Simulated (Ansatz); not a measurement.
# C6H12 (SMILES C/C=C(\C)CC): r2SCAN/6-31G(d) (spherical functions)

What is the energy change on altering one bond length of C6H12 at r2SCAN/6-31G* (spherical functions)? 

The results are computed with Ansatz 0.2.0.

30 further runs of the same task are left out: 30 set aside as unsound or not needed. Runs told in other sessions of the task aren't counted.

### 1 The molecule

C6H12: 18 atoms, total charge 0, spin state singlet. As SMILES, `C/C=C(\C)CC`. The coordinates come from a PBE0-D4/def2-TZVP relaxation. This is one conformer, not always the lowest.

Some bond lengths: C1–C2 1.491 Å, C2–C3 1.334 Å, C3–C4 1.497 Å, C3–C5 1.503 Å, C5–C6 1.525 Å, C1–H7 1.095 Å, C1–H8 1.090 Å, C1–H9 1.095 Å, C2–H10 1.089 Å, C4–H11 1.095 Å, C4–H12 1.095 Å, C4–H13 1.089 Å, C5–H14 1.098 Å, C5–H15 1.094 Å, C6–H16 1.092 Å, C6–H17 1.093 Å. Some angles: C1–C2–C3 128.3°, C2–C3–C4 124.4°, C2–C3–C5 120.2°, C4–C3–C5 115.4°, C3–C5–C6 113.8°, C1–C2–H10 114.9°, C3–C2–H10 116.8°, C2–C1–H7 110.8°, C2–C1–H8 113.2°, C2–C1–H9 110.7°.

### 2 A single-point energy at r2SCAN/6-31G(d) (spherical functions)

Contents of input.yaml:

```yaml
crystal:
  periodic: [false, false, false]
  atoms:
    - {symbol: C, position_ang: [2.337540, 0.408060, 1.036300]}
    - {symbol: C, position_ang: [1.083310, 0.795880, 0.330250]}
    - {symbol: C, position_ang: [0.167860, 0.001640, -0.226770]}
    - {symbol: C, position_ang: [0.247200, -1.493170, -0.249680]}
    - {symbol: C, position_ang: [-1.045250, 0.593460, -0.888770]}
    - {symbol: C, position_ang: [-2.360600, 0.220150, -0.212650]}
    - {symbol: H, position_ang: [3.210670, 0.864600, 0.558560]}
    - {symbol: H, position_ang: [2.497890, -0.669520, 1.064630]}
    - {symbol: H, position_ang: [2.327010, 0.767870, 2.070620]}
    - {symbol: H, position_ang: [0.903760, 1.868500, 0.271130]}
    - {symbol: H, position_ang: [0.097970, -1.866820, -1.268310]}
    - {symbol: H, position_ang: [-0.540340, -1.940590, 0.364810]}
    - {symbol: H, position_ang: [1.201500, -1.873860, 0.110590]}
    - {symbol: H, position_ang: [-1.079540, 0.261230, -1.934680]}
    - {symbol: H, position_ang: [-0.944610, 1.682130, -0.910680]}
    - {symbol: H, position_ang: [-3.204430, 0.701320, -0.712530]}
    - {symbol: H, position_ang: [-2.362220, 0.536510, 0.833510]}
    - {symbol: H, position_ang: [-2.537720, -0.857400, -0.236340]}
basis:
  gaussian: {orbitals: 6-31G_st_-spherical.json}
accuracy: high
total_charge: 0
hamiltonian: {xc: r2scan}
output: {orbitals: {seedname: orbitals}}
```

The basis set 6-31G* is read from a file made from the Basis Set Exchange's data (not shown).

Launch:

```sh
$ ansatz run input.yaml --threads 1 --pin off --max-ram 3480MiB --events-out events.jsonl --progress --plain --runs-dir runs
```

The program printed:

```text
Warning: RAYON_NUM_THREADS=1 ignored (pool sized by the plan → 1); use --threads N
Functional definition: r2SCAN
  name "r2SCAN"
  parameter k0 = 0.174
  parameter k1 = 0.065
  parameter a1 = 4.9479
  exchange = r2scan_x(k0 = k0, k1 = k1, a1 = a1)
  correlation = r2scan_c
2815 factors; integrals over basis functions are off by at most 7.6e-9 eV
mean field evaluation 1: about -6401.9079 eV, gradient 6.7e1 eV
mean field evaluation 2: about -6396.4590 eV, gradient 8.0e1 eV
mean field evaluation 4: about -6413.1819 eV, gradient 5.7e0 eV
mean field evaluation 8: about -6413.2520 eV, gradient 8.8e-2 eV
mean field evaluation 16: about -6413.2520 eV, gradient 6.9e-6 eV
mean field -6413.25202248 eV, -235.6826647678 hartree, gradient 4.1e-8 eV, S^2 0.000000; 0 other end points of the search recorded, 0 dependent functions left out
reference -6413.25202314 eV, -235.6826647920 hartree; 24, 24 occupied and 84, 84 virtual orbitals, 2815 factors
Total energy: -6413.25202314 eV, -235.6826647920 hartree
```

Wall time 23 s (1 thread of Arm Neoverse V1, shared host); peak memory 0.45 GiB.

### 3 The distorted shape at the same level

Contents of job.yaml:

```yaml
crystal:
  periodic: [false, false, false]
  atoms:
    - symbol: C
      position_ang: [3.308051, -0.065407, 1.565912]
    - symbol: C
      position_ang: [2.053821, 0.322413, 0.859862]
    - symbol: C
      position_ang: [1.138371, -0.471827, 0.302842]
    - symbol: C
      position_ang: [1.217711, -1.966637, 0.279932]
    - symbol: C
      position_ang: [-1.045250, 0.593460, -0.888770]
    - symbol: C
      position_ang: [-2.360600, 0.220150, -0.212650]
    - symbol: H
      position_ang: [4.181181, 0.391133, 1.088172]
    - symbol: H
      position_ang: [3.468401, -1.142987, 1.594242]
    - symbol: H
      position_ang: [3.297521, 0.294403, 2.600232]
    - symbol: H
      position_ang: [1.874271, 1.395033, 0.800742]
    - symbol: H
      position_ang: [1.068481, -2.340287, -0.738698]
    - symbol: H
      position_ang: [0.430171, -2.414057, 0.894422]
    - symbol: H
      position_ang: [2.172011, -2.347327, 0.640202]
    - symbol: H
      position_ang: [-1.079540, 0.261230, -1.934680]
    - symbol: H
      position_ang: [-0.944610, 1.682130, -0.910680]
    - symbol: H
      position_ang: [-3.204430, 0.701320, -0.712530]
    - symbol: H
      position_ang: [-2.362220, 0.536510, 0.833510]
    - symbol: H
      position_ang: [-2.537720, -0.857400, -0.236340]
basis:
  gaussian: {orbitals: 6-31G_st_-spherical.json}
output: {orbitals: {seedname: orbitals}}
hamiltonian: {xc: {name: r2SCAN}}
accuracy: high
```

The basis set 6-31G* is read from a file made from the Basis Set Exchange's data (not shown).

Launch:

```sh
$ ansatz run job.yaml --threads 1 --pin off --max-ram 3480MiB --events-out events.jsonl --progress --plain --runs-dir runs
```

The program printed:

```text
Warning: RAYON_NUM_THREADS=1 ignored (pool sized by the plan → 1); use --threads N
Functional definition: r2SCAN
  name "r2SCAN"
  parameter k0 = 0.174
  parameter k1 = 0.065
  parameter a1 = 4.9479
  exchange = r2scan_x(k0 = k0, k1 = k1, a1 = a1)
  correlation = r2scan_c
2776 factors; integrals over basis functions are off by at most 1.3e-8 eV
mean field evaluation 1: about -6398.3149 eV, gradient 6.5e1 eV
mean field evaluation 2: about -6392.8239 eV, gradient 7.8e1 eV
mean field evaluation 4: about -6408.4025 eV, gradient 1.4e1 eV
mean field evaluation 8: about -6409.1047 eV, gradient 1.8e-1 eV
mean field evaluation 16: about -6409.1048 eV, gradient 2.7e-5 eV
mean field -6409.10482052 eV, -235.5302579069 hartree, gradient 8.8e-8 eV, S^2 0.000000; 0 other end points of the search recorded, 0 dependent functions left out
reference -6409.10482124 eV, -235.5302579334 hartree; 24, 24 occupied and 84, 84 virtual orbitals, 2776 factors
Total energy: -6409.10482124 eV, -235.5302579334 hartree
```

Wall time 21 s (1 thread of Arm Neoverse V1, shared host); peak memory 0.43 GiB.

### 4 Summary of results

At r2SCAN/6-31G* (spherical functions):

| quantity | value |
| --- | --- |
| first shape: total energy | -235.68266 Eh |
| first shape: HOMO energy | -5.46 eV |
| first shape: LUMO energy | 0.40 eV |
| first shape: HOMO–LUMO gap | 5.86 eV |
| distorted shape: total energy | -235.53026 Eh |
| distorted shape: HOMO energy | -5.25 eV |
| distorted shape: LUMO energy | -2.41 eV |
| distorted shape: HOMO–LUMO gap | 2.84 eV |
| energy change with the C3–C5 bond stretched from 1.503 to 2.706 Å | 4.147 eV |

One bond (distorted shape) is far stretched, which a spin-restricted single reference describes badly; a broken-symmetry solution may lie lower. With the C3–C5 bond stretched from 1.503 to 2.706 Å the energy rises by 4.15 eV (400 kJ/mol). The first shape isn't relaxed at this level, so the change isn't measured from a minimum. A restricted reference can't describe the breaking bond well at this length.
